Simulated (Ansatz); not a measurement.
A made-up structure of Al$_{2}$NH$_{4}$, doublet:

| atom | x (Å) | y (Å) | z (Å) |
| --- | --- | --- | --- |
| Al1 | -1.7862 | 0.2009 | -0.5989 |
| N2 | 1.0927 | 0.3951 | 0.8377 |
| Al3 | -0.0871 | -0.2971 | -0.3085 |
| H4 | -2.6137 | -0.6195 | -1.7070 |
| H5 | 0.3988 | -1.4617 | -1.1559 |
| H6 | 0.7776 | 1.1773 | 1.4116 |
| H7 | 2.0327 | 0.0030 | 0.8921 |

It is relaxed with PBE-D4/def2-SVP and then PBE0-D4/def2-TZVP (Ansatz 0.2.0). Atoms count as bonded within 1.22 times the sum of their covalent radii (H–H: 0.88 Å). The end point is not checked to be a true minimum.

(1) Does its bonding change? (A judgement: the text doesn't fix the answer.)

## Answers

(1) By the calculation: No: no bond forms or breaks.

Where it ends: The first stage lowers the energy by 4.75 eV in 15 steps. It ends as Al₂NH₄ ([NH2][AlH][AlH]):
```csv
atom,x (Å),y (Å),z (Å)
Al1,-1.9816,0.2789,-1.3871
N2,1.0622,0.3313,0.8786
Al3,0.3062,-0.5070,-0.4897
H4,-3.4273,-0.3270,-1.0366
H5,1.2293,-1.5570,-1.2543
H6,0.6253,1.0273,1.4601
H7,2.0007,0.1517,1.2002
```

Labels in which every atom is bracketed show which atoms are joined, not bond orders.

For scale, one of the runs: PBE0-D4/def2-TZVP relaxation, 129 basis functions, launched by `ansatz run in.yaml --threads 2 --pin off --events-out ev --progress --plain --max-ram 4352MiB`. Hardware: 2 CPU threads of an Arm Neoverse V1, shared host. Wall time about 30 s.
